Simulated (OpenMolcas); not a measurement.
**SiO2 (silicon dioxide molecule) at SSB-D (no dispersion term)/def2-TZVPD (RICD fitting, fitting threshold 0.0001), part 1 of 2**

What is the vertical electron affinity of SiO2 (silicon dioxide molecule) at SSB-D (no dispersion term)/def2-TZVPD (RICD fitting, fitting threshold 0.0001)? 

The results are computed with OpenMolcas 26.06.

**1. The structure to begin with**

The species is SiO2 (3 atoms), meant as a singlet with charge 0. SMILES: `O=[Si]=O`. The coordinates come from a GFN2-xTB relaxation.

Bond lengths: O1–Si2 1.491 Å, Si2–O3 1.491 Å. Angles: O1–Si2–O3 179.9°.

**2. The energy at SSB-D (no dispersion term)/def2-TZVPD (RICD fitting, fitting threshold 0.0001)**

Input file job.input:

```
&GATEWAY
 BasLib
 $CurrDir
 Coord
 3
 bohr
 O      1.30623539     2.30034471     0.97082790
 Si    -0.00137950     0.00083148    -0.00030236
 O     -1.30487479    -2.30119509    -0.97052554
 Basis
 def2-TZVPD
 Group
 NoSym
 RICD
 CDThreshold
 0.0001

&SEWARD

&SCF
 KSDFT
 SSBD
 PrOrbitals
 0
```

The basis set def2-TZVPD is read from a file made from the Basis Set Exchange's data (not shown).

The run is started by

```
export MOLCAS_MEM=1860
pymolcas job.input > job.log
```

What it wrote:

```text
--- Start Module: gateway ---

                                              &GATEWAY

                       available to each process: 1.9 GB of memory, 1 thread

 Basis Set     1 Label: O.DEF2-TZVPD
 Basis set is read from library:.
 basistype.tbl is not found

 Basis Set     2 Label: SI.DEF2-TZVPD
 Basis set is read from library:.
 basistype.tbl is not found

 Basis Set     3 Label: O.DEF2-TZVPD
 Basis set is read from library:.
 basistype.tbl is not found

++    Symmetry information:
      ---------------------

                    Character Table for C1

                             E
                    a        1  x, y, xy, Rz, z, xz, Ry, yz, Rx, I
--

++    Basis set information:
      ----------------------

      Basis set label: O.DEF2-TZVPD.........

      Electronic valence basis set:
      ------------------
      Associated Effective Charge   8.000000 au
      Associated Actual Charge      8.000000 au
      Nuclear Model: Point charge

      Shell  nPrim  nBasis  Cartesian Spherical Contaminant
         s      12       6        X
         p       7       4        X
         d       3       3                 X
         f       1       1                 X

      Basis set label: SI.DEF2-TZVPD.........

      Electronic valence basis set:
      ------------------
      Associated Effective Charge  14.000000 au
      Associated Actual Charge     14.000000 au
      Nuclear Model: Point charge

      Shell  nPrim  nBasis  Cartesian Spherical Contaminant
         s      15       6        X
         p       9       5        X
         d       4       3                 X
         f       1       1                 X

      Basis set label: O.DEF2-TZVPD.........

      Electronic valence basis set:
      ------------------
      Associated Effective Charge   8.000000 au
      Associated Actual Charge      8.000000 au
      Nuclear Model: Point charge

      Shell  nPrim  nBasis  Cartesian Spherical Contaminant
         s      12       6        X
         p       7       4        X
         d       3       3                 X
         f       1       1                 X
--

++    Molecular structure info:
      -------------------------

                    ************************************************
                    **** Cartesian Coordinates / bohr, angstrom ****
                    ************************************************

     Center  Label                x              y              z                     x              y              z
        1      O1               1.306235       2.300345       0.970828              0.691230       1.217290       0.513740
        2      SI2             -0.001380       0.000831      -0.000302             -0.000730       0.000440      -0.000160
        3      O3              -1.304875      -2.301195      -0.970526             -0.690510      -1.217740      -0.513580

                    ***************************************
                    *    InterNuclear Distances / bohr    *
                    ***************************************

               1 O1            2 SI2           3 O3
    1 O1       0.000000
    2 SI2      2.817927        0.000000
    3 O3       5.635683        2.817758        0.000000

                    *******************************************
                    *    InterNuclear Distances / angstrom    *
                    *******************************************

               1 O1            2 SI2           3 O3
    1 O1       0.000000
    2 SI2      1.491183        0.000000
    3 O3       2.982275        1.491093        0.000000

                    **************************************
                    *    Valence Bond Angles / degree    *
                    **************************************
                          Atom centers                 Phi
                      1 O1       2 SI2      3 O3       179.90
--

            Nuclear Potential Energy             90.84965730 au

--- Stop Module: gateway /rc=_RC_ALL_IS_WELL_ ---

--- Start Module: seward ---

                                              &SEWARD

                       available to each process: 1.9 GB of memory, 1 thread

               SEWARD will generate:
                  Multipole Moment integrals up to order  2
                  Kinetic Energy integrals
                  Nuclear Attraction integrals (point charge)
                  One-Electron Hamiltonian integrals
                  Velocity integrals
                  Orbital angular momentum around ( -0.0003   0.0002  -0.0001 )
                  Velocity quadrupole around ( -0.0003   0.0002  -0.0001 )
                  RI decomposed two-electron repulsion integrals stored Cholesky style
                   - acCD auxiliary basis
                   - CD Threshold:   1.00E-04

                   Integrals are discarded if absolute value <: 1.00E-14
                   Integral cutoff threshold is set to       <: 1.00E-16

            Nuclear Potential Energy             90.84965730 au

      Basis set specifications :
      Symmetry species         a
      Basis functions          123

--- Stop Module: seward /rc=_RC_ALL_IS_WELL_ ---
--- Module seward spent 1 second ---

--- Start Module: scf ---

                                                &SCF

                       available to each process: 1.9 GB of memory, 1 thread

 ###############################################################################
 ###    WARNING:  Find_Functional: Dispersion corrections are                ###
 ###    not implemented!                                                     ###
 ###############################################################################
          Functional=GGA_X_SSB_D
++    Input section:
      --------------

      Header of the integral files:

      Cartesian coordinates in angstrom:
      -----------------------------------------------------
      No.  Label        X            Y            Z
      -----------------------------------------------------
       1   O1         0.69123000   1.21729000   0.51374000
       2   SI2       -0.00073000   0.00044000  -0.00016000
       3   O3        -0.69051000  -1.21774000  -0.51358000
      -----------------------------------------------------
      Nuclear repulsion energy =   90.84965730
--

++    Orbital specifications:
      -----------------------

      Symmetry species               1
                                     a
      Frozen orbitals                0
      Occupied orbitals             15
      Secondary orbitals           108
      Deleted orbitals               0
      Total number of orbitals     123
      Number of basis functions    123
--

      Molecular charge                           0.000

      Numerical integration parameters
      --------------------------------
      Radial quadrature type:                         MHL
      Size of radial grid:                            75
      Lebedev angular grid:                           29
      Angular grid pruned with the crowding factor:  3.00E+00
                                 and fading factor:  6.00E+00
      Screening threshold for integral computation:   1.00E-11
      Radial quadrature accuracy:                     1.00E-25
      Maximum batch size:                             128
      AO values are stored on disk
      The same grid will be used for all iterations.

      DFT functional specifications
      -----------------------------
      Using Libxc version: 6.2.2
      Please cite the following reference:
      S. Lehtola, C. Steigemann, M. J.T. Oliveira, and M. A.L. Marques.,  SoftwareX 7, 1–5 (2018) doi:10.1016/j.softx.2017.11.002

      * Swart, Sola and Bickelhaupt dispersion
      * Perdew, Burke & Ernzerhof
        - J. P. Perdew, K. Burke, and M. Ernzerhof.,  Phys. Rev. Lett. 77, 3865 (1996) doi:10.1103/PhysRevLett.77.3865
        - J. P. Perdew, K. Burke, and M. Ernzerhof.,  Phys. Rev. Lett. 78, 1396 (1997) doi:10.1103/PhysRevLett.78.1396

++    Optimization specifications:
      ----------------------------

      SCF Algorithm: LK-RI/DF
      LK screening threshold:                     4.50E-02
      Local-Exchange (LK) algorithm.
       - the density matrix is decomposed
      D(i)-D(i-1) density differences are used
      Number of density matrices in core                 5
      Maximum number of NDDO SCF iterations            400
      Maximum number of HF SCF iterations              400
      Threshold for SCF energy change             1.00E-09
      Threshold for density matrix                1.00E-04
      Threshold for Fock matrix                   1.50E-04
      Threshold for linear dependence             1.00E-09
      Threshold at which DIIS is turned on        1.50E-01
      Maximum depth in the DIIS procedure                5
      Maximum depth in the BFGS Hessian update          30
      Threshold at which QNR/C2DIIS is turned on  7.50E-02
      Threshold for Norm(delta) (QNR/C2DIIS)      1.00E-03
      All orbitals punched on: SCFORB
--

      Input vectors read from INPORB
      Orbital file label: *Guess orbitals

++ Convergence information
                                   SSBD       iterations: Energy and convergence statistics

Iter     Tot. SSBD       One-elec.       Two-elec.     Energy      Max Dij or  Max Fij      DNorm      TNorm      AccCon     Time
         Energy          Energy          Energy        Change      Delta Norm                                                in Sec.
   1  -441.551028721  -828.307074594   295.906388572   0.00E+00    8.95E-01*   1.94E-01*    5.68E+00   1.91E+02   None         0.
   2  -439.255626294  -826.262026655   296.156743061   2.30E+00*   2.19E-01*   1.05E-01*    5.70E+00   1.91E+02   EDIIS        0.
   3  -442.063606604  -830.354507045   297.441243141  -2.81E+00*   3.62E-01*   7.04E-02*    1.74E+00   1.92E+02   EDIIS        0.
   4  -441.909664284  -831.771045669   299.011724085   1.54E-01*   7.73E-02*   3.68E-02*    1.78E+00   1.92E+02   EDIIS        0.
   5  -442.132431865  -829.264939798   296.282850633  -2.23E-01*   4.80E-02*   1.65E-02*    6.48E-01   1.91E+02   c2DIIS       0.
   6  -442.136698561  -830.718916633   297.732560772  -4.27E-03*   6.49E-02*   1.55E-02*    3.71E-01   1.92E+02   QNRc2DIIS    0.
   7  -442.135546557  -828.939885849   295.954681992   1.15E-03*   4.50E-02*   1.72E-02*    2.79E-01   1.91E+02   QNRc2DIIS    0.
   8  -442.138621360  -829.795174959   296.806896298  -3.07E-03*   2.10E-02*   1.04E-02*    1.24E-01   1.91E+02   QNRc2DIIS    0.
   9  -442.139862762  -829.884975056   296.895454994  -1.24E-03*   1.23E-03*   7.54E-04*    1.14E-01   1.91E+02   QNRc2DIIS    0.
  10  -442.139867010  -829.882354670   296.892830360  -4.25E-06*   2.63E-04    1.48E-04     3.37E-03   1.91E+02   QNRc2DIIS    0.
  11  -442.139867239  -829.879043486   296.889518947  -2.28E-07*   1.90E-04    4.24E-05     1.28E-03   1.91E+02   QNRc2DIIS    0.
  12  -442.139867283  -829.876624139   296.887099556  -4.41E-08*   1.19E-05    1.50E-05     8.23E-04   1.91E+02   QNRc2DIIS    0.
  13  -442.139867283  -829.876366566   296.886841983  -4.54E-10    2.22E-06    4.10E-06     1.29E-04   1.91E+02   QNRc2DIIS    0.

       Convergence after  13 Iterations
--

 *****************************************************************************************************************************
 *                                             SCF/KS-DFT Program, Final results                                             *
 *                                                       Final Results                                                       *
 *****************************************************************************************************************************

::    Total KS-DFT energy                            -442.1398672830
      One-electron energy                            -829.8763665661
      Two-electron energy                             296.8868419829
      Nuclear repulsion energy                         90.8496573002
      Kinetic energy (interpolated)                   440.8630938256
      Virial theorem                                    1.0028960770
      Total spin, S(S+1)                                0.0000000000
      Total spin, S                                     0.0000000000
      Max non-diagonal density matrix element           0.0000011692
      Max non-diagonal Fock matrix element              0.0000012723

      No orbitals printed

++    Molecular charges:
      ------------------

      Mulliken charges per centre
      ---------------------------

                O1      SI2     O3
      Total    8.3618 13.2764  8.3618

      N-E     -0.3618  0.7236 -0.3618

      Total electronic charge=   30.000000

      Total            charge=   -0.000000
--

++    Molecular properties:
      ---------------------

      Charge (e):
                      =   -0.0000
      Dipole Moment (debye):
      Origin of the operator (angstrom)=   -0.0001    0.0001   -0.0000
                   X= -5.3522E-03               Y=  3.2324E-03               Z= -1.1857E-03           Total=  6.3640E-03
      Quadrupole Moment (debye*angstrom):
      Origin of the operator (angstrom)=   -0.0001    0.0001   -0.0000
                  XX= -2.2403E+01              XY= -4.1148E+00              XZ= -1.7360E+00              YY= -2.7319E+01
                  YZ= -3.0593E+00              ZZ= -2.1359E+01
      In traceless form (debye*angstrom)
                  XX=  1.9362E+00              XY= -6.1722E+00              XZ= -2.6040E+00              YY= -5.4386E+00
                  YZ= -4.5890E+00              ZZ=  3.5025E+00
--

--- Stop Module: scf /rc=_RC_ALL_IS_WELL_ ---
--- Module scf spent 4 seconds ---

.##################.
.# Happy landing! #.
.##################.

    Timing: Wall=7.32 User=6.42 System=0.89
```

It took 7.8 s on 1 thread of Arm Neoverse V1, shared host; peak memory 0.12 GiB.

(Continued in part 2 of 2.)
